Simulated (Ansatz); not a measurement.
# BH₈NSi: one species, many methods

An exercise on one series of results from a longer session: the logs are not shown, and one member is left open.

Method: functionals in def2-TZVPP, the program's frozen cores in correlated methods; program: Ansatz 0.2.0, Gaussian basis.

Levels to be run: LDA (SPW92), PBE-D4, revPBE-D4, BLYP-D4, r2SCAN-D4, B97M-V, PBE0-D4, B3LYP-D4, r2SCANh-D4, r2SCAN0-D4, HSE06-D4, BHLYP-D4, CAM-B3LYP-D4, LC-ωPBE, ωB97X-V, ωB97M-V, B2PLYP, PBE-QIDH; CCSD(T)/def2-SVP; CCSD(T)/def2-TZVPP; MP2/def2-QZVPP; extrapolation to the limit; RPA on PBE.

## Structure used throughout

All runs share one geometry, relaxed beforehand with PBE0-D4 in a triple-zeta def2 set.

SMILES `[BH3-][NH2+][SiH3]`, 11 atoms, charge 0, spin multiplicity 1.

Atoms are counted from 1 here; the program's logs count them from 0.

Bond lengths: B1–N2 1.653 Å, B1–H4 1.214 Å, B1–H5 1.211 Å, B1–H6 1.214 Å, N2–Si3 1.795 Å, N2–H7 1.016 Å, N2–H8 1.016 Å, Si3–H9 1.475 Å, Si3–H10 1.475 Å, Si3–H11 1.487 Å. Angles: N2–B1–H4 105.1°, N2–B1–H5 106.4°, N2–B1–H6 105.1°, H4–B1–H5 113.3°, H4–B1–H6 112.7°, H5–B1–H6 113.3°, B1–N2–Si3 108.6°, B1–N2–H7 108.7°, B1–N2–H8 108.7°, Si3–N2–H7 112.1°, Si3–N2–H8 112.1°, H7–N2–H8 106.5°, N2–Si3–H9 107.1°, N2–Si3–H10 107.1°, N2–Si3–H11 108.2°, H9–Si3–H10 113.6°, H9–Si3–H11 110.3°, H10–Si3–H11 110.3°.

The first run:

File in.yaml:

```yaml
crystal:
  periodic: [false, false, false]
  atoms:
    - {symbol: B, position_ang: [0.421567, 1.357500, 0.064061]}
    - {symbol: N, position_ang: [0.365285, -0.196262, 0.625695]}
    - {symbol: Si, position_ang: [-0.642153, -1.173498, -0.493382]}
    - {symbol: H, position_ang: [-0.734377, 1.727000, 0.039840]}
    - {symbol: H, position_ang: [1.106718, 1.979556, 0.844980]}
    - {symbol: H, position_ang: [0.910515, 1.275689, -1.043877]}
    - {symbol: H, position_ang: [1.314692, -0.551734, 0.695441]}
    - {symbol: H, position_ang: [-0.010151, -0.187628, 1.569930]}
    - {symbol: H, position_ang: [-1.994266, -0.584237, -0.487559]}
    - {symbol: H, position_ang: [0.013028, -1.134516, -1.814240]}
    - {symbol: H, position_ang: [-0.685556, -2.568771, 0.019711]}
basis:
  gaussian: {orbitals: def2-TZVPP}
hamiltonian: {xc: lda}
output: {orbitals: {seedname: orbitals}}
```

On the command line:

```console
$ ansatz run in.yaml --threads 4 --pin off --events-out ev --progress --plain --max-ram 10444MiB
```

Among the steps run: LDA; PBE-D4 (GGA); revPBE-D4 (GGA); BLYP-D4 (GGA); r2SCAN-D4 (meta-GGA); B97M-V (meta-GGA); B3LYP-D4 (hybrid); r2SCANh-D4 (hybrid); r2SCAN0-D4 (hybrid); HSE06-D4 (hybrid); BHLYP-D4 (hybrid); CAM-B3LYP-D4 (range-separated); LC-ωPBE (range-separated); ωB97X-V (range-separated); ωB97M-V (range-separated); B2PLYP (double hybrid); PBE-QIDH (double hybrid).

One table of the session follows, with a row left open; its other results are not shown here.

It belongs to the step «Orbital energies across the functionals». 

```
  functional  HOMO (eV)  gap (eV)
 LDA (SPW92)      -6.50      4.92
      PBE-D4      -6.46      5.08
   revPBE-D4      -6.43      5.14
     BLYP-D4      -6.39      5.10
   r2SCAN-D4      -6.76      5.87
      B97M-V          ?         ?
     PBE0-D4      -7.80      7.27
    B3LYP-D4      -7.62      6.84
  r2SCANh-D4      -7.25      6.64
  r2SCAN0-D4      -8.00      7.79
    HSE06-D4      -7.39      6.50
    BHLYP-D4      -9.12      9.37
CAM-B3LYP-D4      -9.26      9.64
     LC-ωPBE     -10.65     12.26
     ωB97X-V     -10.30     11.73
     ωB97M-V     -10.14     11.19
```

Estimate the missing values for B97M-V.

As computed: HOMO (eV): -6.88; gap (eV): 5.63. In the column «HOMO (eV)» it lies between r2SCANh-D4 (-7.25) and r2SCAN-D4 (-6.76).
